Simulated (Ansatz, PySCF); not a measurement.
System: CH4O (charge 0, singlet). 
Coordinates optimised at B3LYP-D3(BJ)/def2-TZVP (Ansatz, an electronic-structure program):
```
C
H 1 1.0891
H 1 1.0957 2 108.34
H 1 1.0957 2 108.34 3 -117.92
O 1 1.4207 2 106.80 3 121.04
H 5 0.9621 1 108.72 2 -180.00
```

Total electronic energies in hartree. Valence correlation only, unless marked. Spin-orbit coupling is left out. No relativistic terms. CBS marks a two-point X^-3 extrapolation of the correlation energy; Hartree-Fock from the larger set. [CCSD(T)-MP2]/basis is that difference in the basis named.

```csv
level,program,energy (Eh)
HF/6-31G,Ansatz,-114.98697
HF/def2-SVPD,Ansatz,-114.96499
TPSS-D3(BJ)/def2-TZVPD,PySCF + dftd3,-115.79009
PBE0-D3(BJ)/def2-TZVPD,Ansatz + dftd3,-115.64086
RI-MP2/cc-pVTZ,Ansatz,-115.51725
CCSD(T)/cc-pVDZ,Ansatz,-115.42014
CCSD(T)/def2-TZVPP,Ansatz,-115.55541
"RI-MP2/CBS(cc-pVTZ,cc-pVQZ)+[CCSD(T)-MP2]/cc-pVDZ",Ansatz,-115.6135
"CCSD(T)/CBS(cc-pVTZ,cc-pVQZ)",Ansatz,-115.6098
```

Totals of different functionals don't rank their quality; only differences between species are comparable.
